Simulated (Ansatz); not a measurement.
The inner images of a band of AlH4NO + H2 (9 atoms, charge 0, multiplicity 1) are given out of order.

These are results of RKS PBE-D4/def2-SVP in Ansatz 0.2.0, not measurements.

Image 0:

```xyz
9
Properties=species:S:1:pos:R:3
Al -0.076 -0.643 0.041
N 0.023 -0.168 1.762
H -0.801 -0.068 2.359
H 0.868 0.005 2.313
O 1.315 -0.857 -0.946
H 2.234 -0.768 -0.652
H -1.486 -0.883 -0.641
H -0.262 3.162 1.532
H -0.197 2.392 1.543
```

Image 6:

```xyz
9
Properties=species:S:1:pos:R:3
Al -0.127 0.434 -0.050
N -0.062 0.322 2.011
H -0.777 -0.275 2.447
H 0.859 -0.134 2.125
O 1.443 -0.376 -0.079
H 1.905 -0.604 -0.900
H -1.428 -0.446 -0.428
H -0.151 2.026 -0.322
H -0.044 1.223 2.507
```

Q: Put them in order from the first end to the last, with their energies above the first end.
A.
```xyz
9
Properties=species:S:1:pos:R:3
Al -0.127 0.051 0.116
N -0.038 0.154 2.033
H -0.817 -0.143 2.634
H 0.842 0.040 2.550
O 1.214 -0.549 -0.781
H 2.155 -0.427 -0.590
H -1.581 -0.232 -0.457
H 0.015 1.870 0.452
H -0.045 1.407 1.355
```
B.
```xyz
9
Properties=species:S:1:pos:R:3
Al -0.104 0.339 -0.074
N -0.068 0.300 2.021
H -0.796 -0.278 2.462
H 0.847 -0.042 2.348
O 1.276 -0.690 -0.403
H 2.076 -0.341 -0.823
H -1.546 -0.320 -0.359
H 0.110 1.938 -0.222
H -0.180 1.265 2.361
```
C.
```xyz
9
Properties=species:S:1:pos:R:3
Al -0.094 -0.468 0.156
N 0.040 -0.302 1.931
H -0.775 -0.240 2.547
H 0.895 -0.246 2.489
O 1.276 -0.590 -0.875
H 2.201 -0.605 -0.591
H -1.519 -0.516 -0.535
H -0.230 2.916 0.925
H -0.178 2.224 1.264
```
D.
```xyz
9
Properties=species:S:1:pos:R:3
Al -0.108 0.263 -0.060
N -0.049 0.214 2.022
H -0.837 -0.148 2.577
H 0.830 -0.024 2.500
O 1.227 -0.641 -0.709
H 2.149 -0.349 -0.664
H -1.563 -0.280 -0.449
H 0.067 1.886 0.166
H -0.100 1.249 1.928
```
E.
```xyz
9
Properties=species:S:1:pos:R:3
Al -0.130 -0.255 0.270
N 0.021 -0.276 2.056
H -0.786 -0.316 2.683
H 0.881 -0.217 2.605
O 1.217 -0.354 -0.796
H 2.147 -0.434 -0.538
H -1.563 -0.257 -0.409
H -0.073 2.341 0.387
H -0.095 1.942 1.053
```

A: C (+0.8 kJ/mol), E (+3.8 kJ/mol), A (+58.6 kJ/mol), D (-26.4 kJ/mol), B (-51.6 kJ/mol).

Run time: 2.8 min on 2 threads of Arm Neoverse V2, with other jobs on the host, peak memory 0.14 GiB.
